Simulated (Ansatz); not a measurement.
Reaction (SMILES): SC (CH3-SH) + [H][H] (H2) → C (CH4) + S (H2S)
B3LYP-D3(BJ)/def2-TZVP geometries, fixed; electronic energies without zero-point terms.

Basis-set convergence of the energy of full hydrogenation at MP2 with Ansatz (a first-principles code). Cartesian d functions, on some or all atoms, in 6-31G*, 6-311+G**; all else is spherical. Cores are frozen. No added dispersion term, no relativity. Functions are those of the species that has most. Reference: Hartree-Fock in aug-cc-pV(Q+d)Z plus the correlation part extrapolated as X^-3 from aug-cc-pV(T+d)Z and aug-cc-pV(Q+d)Z, -18.41 kcal/mol, itself unsure by roughly 0.07 kcal/mol (a third of the extrapolation step and of the last Hartree-Fock step).

```
basis              functions  energy of full hydrogenation (kcal/mol)
-----------------  ---------  ---------------------------------------
pcseg-0                   30                                   -20.55
def2-SV(P)                40                                   -15.00
6-31G*                    42                                   -15.18
def2-SVP                  52                                   -21.79
pcseg-1                   52                                   -20.61
cc-pV(D+d)Z               57                                   -20.37
6-311+G**                 77                                   -18.81
aug-pcseg-1               86                                   -20.08
aug-cc-pV(D+d)Z           91                                      [?]
6-311++G(2d,2p)          102                                   -19.89
def2-TZVPD               119                                   -17.88
6-311++G(3df,3pd)        158                                      [?]
cc-pV(Q+d)Z              239                                   -18.87
def2-QZVPP               247                                      [?]
pcseg-3                  256                                   -18.80
aug-cc-pV(Q+d)Z          353                                   -18.55
aug-pcseg-3              370                                      [?]
cc-pV(5+d)Z              411                                   -18.55
```

Task: What belongs in the gaps?

Result: 
- aug-cc-pV(D+d)Z, energy of full hydrogenation (kcal/mol): -20.21
- 6-311++G(3df,3pd), energy of full hydrogenation (kcal/mol): -19.17
- def2-QZVPP, energy of full hydrogenation (kcal/mol): -18.85
- aug-pcseg-3, energy of full hydrogenation (kcal/mol): -18.65
